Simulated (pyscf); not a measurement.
Optimised with ωB97X-D3(BJ)/def2-SVP in PySCF.

### Question
Estimate by transition-state theory the rate constant of `[SH2]` + `[H]` [doublet] -> `[SH]` [doublet] + `[H][H]` (doublet surface; H–S broken, H–H formed) at 298 K, with ωB97M-D3(BJ)/def2-TZVP energies (ideal gas, 1 atm, RRHO with modes under 100 cm⁻¹ raised to 100, one conformer, R ln 2 for chiral ones without a mode under 150 cm⁻¹; no tunnelling).

### Answer
The electronic barrier is 4.1 kcal/mol and the thermal terms add +4.3, so ΔG‡ = 8.3 kcal/mol. With k_BT/h = 6.21e+12 s⁻¹ and RT = 0.592 kcal/mol, and a volume of 4.06e-20 cm³ per molecule at 1 atm, k = 2.1e-13 cm³ molecule⁻¹ s⁻¹. Wigner's tunnelling factor for 1003i cm⁻¹ would be 1.98, likely too low at so high a frequency. A shift of 1 kcal/mol in the barrier changes k by a factor 5.4. This is the saddle that the search found; another between the same sides may lie lower. The angle at the transferred H is 174°.
